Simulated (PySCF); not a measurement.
# HF (hydrogen fluoride) at 5 levels

We compute a comparison of 5 runs (HF/STO-3G, HF/3-21G, HF/def2-SVP, PBE0/def2-SVP, TPSS/cc-pVTZ) of HF (hydrogen fluoride). The job is set up through a Python script.

The calculation is run with PySCF 2.14.0.

## Step 1: Starting point

HF: 2 atoms, total charge 0, spin state singlet. SMILES: `F`. The shape is that of a PBE0-D4/def2-TZVP optimisation.

Bond lengths: F1–H2 0.920 Å.

## Step 2: Energy and forces at HF/STO-3G (run 1)

The input, calc.py:

```python
import pyscf.grad
from pyscf import gto, scf

molecule = gto.M(
    atom='''
F     -0.390000     0.144600    -0.196400
H      0.390000    -0.144600     0.196400
''',
    basis='sto-3g',
    verbose=3,
    max_memory=1860,
    spin=0,
    charge=0,
)

hf = scf.RHF(molecule)
hf.conv_tol = 1e-10
hf.kernel()
if not hf.converged:
    hf = hf.newton().run(hf.mo_coeff, hf.mo_occ)

e_tot = hf.e_tot
print('E = %.10f Eh' % e_tot)
grad = hf.Gradients().kernel()
hf.analyze()
```

Launch:

```sh
OMP_NUM_THREADS=1 python calc.py
```

Standard output:

```text
converged SCF energy = -98.5710964762506
E = -98.5710964763 Eh
--------------- RHF gradients ---------------
         x                y                z
0 F     0.0458280173    -0.0169916187     0.0230785195
1 H    -0.0458280173     0.0169916187    -0.0230785195
----------------------------------------------
**** MO energy ****
MO #1   energy= -25.90029239521    occ= 2
MO #2   energy= -1.47026818141011  occ= 2
MO #3   energy= -0.584298950808031 occ= 2
MO #4   energy= -0.46406821073185  occ= 2
MO #5   energy= -0.464068210731848 occ= 2
MO #6   energy= 0.625939179890831  occ= 0
 ** Mulliken atomic charges  **
charge of    0F =     -0.15450
charge of    1H =      0.15450
Dipole moment(X, Y, Z, Debye):  1.09004, -0.40415,  0.54893
```

Run time: 2.9 s. Hardware: 1 thread of Intel Xeon at 2.50GHz (Skylake/Cascade Lake), shared host; peak memory 0.12 GiB.

## Step 3: Energy and gradient at HF/3-21G (run 2)

The input, calc.py:

```python
# F
from pyscf import gto

molecule = gto.Mole()
molecule.atom = 'F -0.390000 0.144600 -0.196400; H 0.390000 -0.144600 0.196400'
molecule.spin = 0
molecule.basis = '3-21g'
molecule.verbose = 4
molecule.charge = 0
molecule.max_memory = 1860
molecule.build()

mf = molecule.RHF()
mf.conv_tol = 1e-10
mf.kernel()
if not mf.converged:
    mf = mf.newton().run(mf.mo_coeff, mf.mo_occ)

e_tot = mf.e_tot
print(f'total energy: {e_tot:.8f} hartree')
grad = mf.nuc_grad_method().kernel()
dip = mf.dip_moment()
pop, q = mf.mulliken_pop()
```

Launch:

```sh
OMP_NUM_THREADS=1 python calc.py
```

Standard output:

```text
PySCF version 2.14.0

[INPUT] num. atoms = 2
[INPUT] num. electrons = 10
[INPUT] charge = 0
[INPUT] spin (= nelec alpha-beta = 2S) = 0
[INPUT] symmetry False subgroup None
[INPUT] Mole.unit = angstrom
[INPUT] Symbol           X                Y                Z      unit          X                Y                Z       unit  Magmom
[INPUT]  1 F     -0.390000000000   0.144600000000  -0.196400000000 AA   -0.736993188580   0.273254397612  -0.371142210865 Bohr   0.0
[INPUT]  2 H      0.390000000000  -0.144600000000   0.196400000000 AA    0.736993188580  -0.273254397612   0.371142210865 Bohr   0.0

nuclear repulsion = 5.17695231349631
number of shells = 7
number of NR pGTOs = 18
number of NR cGTOs = 11
basis = 3-21g
ecp = {}

[... 35 lines left out ...]
converged SCF energy = -99.4598795874204
total energy: -99.45987959 hartree
[... 1 line left out ...]
******** <class 'pyscf.grad.rhf.Gradients'> for <class 'pyscf.scf.hf.RHF'> ********
unit = Eh/Bohr
--------------- RHF gradients ---------------
         x                y                z
0 F     0.0177625935    -0.0065858231     0.0089450599
1 H    -0.0177625935     0.0065858231    -0.0089450599
----------------------------------------------
Dipole moment(X, Y, Z, Debye):  1.82965, -0.67838,  0.92139
 ** Mulliken pop  **
pop of  0 F 1s            1.98451
pop of  0 F 2s            0.44318
pop of  0 F 3s            1.53923
pop of  0 F 2px           0.72240
pop of  0 F 2py           0.88542
pop of  0 F 2pz           0.86347
pop of  0 F 3px           0.90807
pop of  0 F 3py           1.06378
pop of  0 F 3pz           1.04281
pop of  1 H 1s            0.40760
pop of  1 H 2s            0.13952
 ** Mulliken atomic charges  **
charge of    0F =     -0.45288
charge of    1H =      0.45288
```

It took 2.1 s on 1 thread of Intel Xeon at 2.50GHz (Skylake/Cascade Lake), shared host; peak memory 0.12 GiB.

Run 3 isn't shown in full; the table further down has it.

## Step 4: Energy and forces at PBE0/def2-SVP (run 4)

The input, job.py:

```python
import pyscf.grad
from pyscf import gto, dft

molecule = gto.M(
    atom=[
    ('F', (-0.390000, 0.144600, -0.196400)),
    ('H', (0.390000, -0.144600, 0.196400)),
],
    verbose=4,
    charge=0,
    basis='def2-svp',
    max_memory=1860,
)

mf = dft.RKS(molecule, xc='pbe0')
mf.conv_tol = 1e-10
mf.grids.level = 5
mf.kernel()
if not mf.converged:
    mf = mf.newton().run(mf.mo_coeff, mf.mo_occ)

energy = mf.e_tot
print('Final energy', energy)
grad = mf.Gradients().kernel()
dip = mf.dip_moment()
pop, q = mf.mulliken_pop()
```

Launch:

```sh
OMP_NUM_THREADS=1 python job.py
```

Standard output:

```text
PySCF version 2.14.0

[INPUT] num. atoms = 2
[INPUT] num. electrons = 10
[INPUT] charge = 0
[INPUT] spin (= nelec alpha-beta = 2S) = 0
[INPUT] symmetry False subgroup None
[INPUT] Mole.unit = angstrom
[INPUT] Symbol           X                Y                Z      unit          X                Y                Z       unit  Magmom
[INPUT]  1 F     -0.390000000000   0.144600000000  -0.196400000000 AA   -0.736993188580   0.273254397612  -0.371142210865 Bohr   0.0
[INPUT]  2 H      0.390000000000  -0.144600000000   0.196400000000 AA    0.736993188580  -0.273254397612   0.371142210865 Bohr   0.0

nuclear repulsion = 5.17695231349631
number of shells = 9
number of NR pGTOs = 31
number of NR cGTOs = 19
basis = def2-svp
ecp = {}

[... 46 lines left out ...]
converged SCF energy = -100.25836550739
Final energy -100.25836550739034
[... 9 lines left out ...]
Dipole moment(X, Y, Z, Debye):  1.57774, -0.58498,  0.79453
[... 22 lines left out ...]
charge of    1H =      0.23192
```

Wall time 4.8 s (1 thread of Intel Xeon at 2.50GHz (Skylake/Cascade Lake), shared host); peak memory 0.27 GiB.

## Step 5: Energy and gradient at TPSS/cc-pVTZ (run 5)

The input, input.py:

```python
# F
import pyscf.grad
from pyscf import gto, dft

mol = gto.M(
    atom='F -0.390000 0.144600 -0.196400; H 0.390000 -0.144600 0.196400',
    verbose=4,
    charge=0,
    basis='cc-pvtz',
    max_memory=1860,
)

calc0 = dft.RKS(mol, xc='tpss')
calc0.grids.level = 5
calc0.conv_tol = 1e-10
calc0.kernel()
if not calc0.converged:
    calc0 = calc0.newton().run(calc0.mo_coeff, calc0.mo_occ)

e_final = calc0.e_tot
print('E = %.10f Eh' % e_final)
grad = calc0.Gradients().kernel()
calc0.analyze()
```

Launch:

```sh
OMP_NUM_THREADS=1 python input.py
```

Standard output:

```text
PySCF version 2.14.0

[INPUT] num. atoms = 2
[INPUT] num. electrons = 10
[INPUT] charge = 0
[INPUT] spin (= nelec alpha-beta = 2S) = 0
[INPUT] symmetry False subgroup None
[INPUT] Mole.unit = angstrom
[INPUT] Symbol           X                Y                Z      unit          X                Y                Z       unit  Magmom
[INPUT]  1 F     -0.390000000000   0.144600000000  -0.196400000000 AA   -0.736993188580   0.273254397612  -0.371142210865 Bohr   0.0
[INPUT]  2 H      0.390000000000  -0.144600000000   0.196400000000 AA    0.736993188580  -0.273254397612   0.371142210865 Bohr   0.0

nuclear repulsion = 5.17695231349631
number of shells = 15
number of NR pGTOs = 58
number of NR cGTOs = 44
basis = cc-pvtz
ecp = {}

[... 62 lines left out ...]
Total Energy =                        -100.484147820558618
[... 8 lines left out ...]
MO #2   energy= -1.11353578140346  occ= 2
[... 6 lines left out ...]
MO #9   energy= 0.634471524287998  occ= 0
[... 6 lines left out ...]
MO #16  energy= 1.88860531332468   occ= 0
[... 6 lines left out ...]
MO #23  energy= 3.5347842422926    occ= 0
[... 6 lines left out ...]
MO #30  energy= 4.7935969291659    occ= 0
[... 6 lines left out ...]
MO #37  energy= 7.87145372744595   occ= 0
[... 6 lines left out ...]
MO #44  energy= 11.7085709188882   occ= 0
[... 49 lines left out ...]
Dipole moment(X, Y, Z, Debye):  1.51470, -0.56160,  0.76279
```

It took 11 s on 1 thread of Intel Xeon at 2.50GHz (Skylake/Cascade Lake), shared host; peak memory 0.46 GiB.

## Step 6: All runs side by side

```
run          level  integration grid  energy (Eh)  dipole moment (D)  HOMO energy (eV)  LUMO energy (eV)  wall time
  1      HF/STO-3G                 –   -98.571096               1.29            -12.63             17.03      2.9 s
  2       HF/3-21G                 –   -99.459880               2.16            -16.29              7.31      2.1 s
  3    HF/def2-SVP                 –   -99.932364               1.99            -17.26              4.79      1.9 s
  4  PBE0/def2-SVP                 5  -100.258366               1.86            -10.91              1.77      4.8 s
  5   TPSS/cc-pVTZ                 5  -100.484148               1.79             -9.28              0.42       11 s
```

## Step 7: Results

```
                       quantity          value
            run 5: total energy  -100.48415 Eh
           run 5: dipole moment         1.79 D
             run 5: HOMO energy       -9.28 eV
             run 5: LUMO energy        0.42 eV
           run 5: HOMO–LUMO gap        9.70 eV
run 5: largest force on an atom     0.514 eV/Å
```

In words: The dipole moment (its size) runs from 1.29 D (HF/STO-3G) to 2.16 D (HF/3-21G). The HOMO–LUMO gap runs from 9.70 eV (TPSS/cc-pVTZ) to 29.66 eV (HF/STO-3G). The two ends differ in method and basis. Totals of different functionals can't be ranked against each other. In run 1 the basis is minimal, so the values are rough. All runs together took 23 s, the longest 11 s.
